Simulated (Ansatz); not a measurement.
**Lithium, bcc: convergence with Methfessel-Paxton smearing**

Computed with Ansatz, PBE, scalar-relativistic PAW, on the relaxed cell (a = 3.431 Å; spin not included). Errors count from a run at 420 eV on a Γ-centred 21×21×21 mesh with Fermi-Dirac smearing of 0.1 eV, extrapolated to zero width. Fixed here: cutoff 420 eV, mesh 13×13×13. The SCF starts from atomic densities corrected by a trained network.

```json
{"width (eV)": "0.01", "E(σ→0) error (meV/atom)": "-1.1", "F error (meV/atom)": "-1.2", "P (GPa)": "0.02", "SCF iterations": "3"}
{"width (eV)": "0.03", "E(σ→0) error (meV/atom)": "-1.2", "F error (meV/atom)": "-1.2", "P (GPa)": "0.02", "SCF iterations": "3"}
{"width (eV)": "0.2", "E(σ→0) error (meV/atom)": "-1.2", "F error (meV/atom)": "-1.0", "P (GPa)": "0.02", "SCF iterations": "3"}
{"width (eV)": "0.3", "E(σ→0) error (meV/atom)": "-1.0", "F error (meV/atom)": "-0.8", "P (GPa)": "0.02", "SCF iterations": "3"}
{"width (eV)": "0.6", "E(σ→0) error (meV/atom)": "0.0", "F error (meV/atom)": "-0.6", "P (GPa)": "0.03", "SCF iterations": "3"}
{"width (eV)": "1.0", "E(σ→0) error (meV/atom)": "-0.5", "F error (meV/atom)": "-5.0", "P (GPa)": "0.05", "SCF iterations": "3"}
```

What does the run at 0.1 give (width)?

E(σ→0) error (meV/atom): -1.3; F error (meV/atom): -1.3; P (GPa): 0.01; SCF iterations: 3.
